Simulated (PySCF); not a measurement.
PySCF input (BP86/6-31G* (5d)):

```python
from pyscf import gto, dft

mol = gto.M(
    atom='''
    O    -0.00000000   -0.00000000   -0.71416636
    F     0.00000000    0.00000000    0.63481454
    ''',
    basis='6-31g*',
    charge=0,
    spin=1,
    symmetry='C2v',
    verbose=4,
)

mf = dft.UKS(mol, xc='bp86')
mf.grids.level = 3
mf.conv_tol = 1e-9
mf.max_cycle = 100
mf.max_memory = 1500
mf.kernel()
if not mf.converged:
    mf = mf.newton()
    mf.kernel(mf.make_rdm1())
mf.dip_moment()
```

**Question.** Predict the final energy.

**Answer.** -174.87346 Eh.
